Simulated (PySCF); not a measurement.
**Ionisation energy of P by level of theory**

P [Ne] 3s2 3p3 (4S) → P⁺ [Ne] 3s2 3p2 (3P), as a difference of total energies. All numbers are calculated (PySCF 2.14, the spin-free X2C one-electron Hamiltonian (Gaussian nucleus), in cc-pVTZ-DK (5s4p2d1f, 34 functions)). Correlated levels: valence: [Ne] frozen. The calculations carry no spin-orbit coupling.

```tsv
method	ionisation energy (eV)
UHF	9.902
r2SCAN	10.636
M06-L	10.545
MP2 (valence)	10.470
SCS-MP2 (valence)	10.296
CCSD (valence)	10.406
CCSD(T) (valence)	10.447
```

Errors of the correlated levels include the incompleteness of this basis and the frozen core.

Which method comes closest to the reference value, and which is furthest?

The reference is 10.526 eV (measured; NIST levels, between the centres of gravity of the two terms). Closest: M06-L (error 0.019 eV); furthest: UHF (error -0.624 eV).
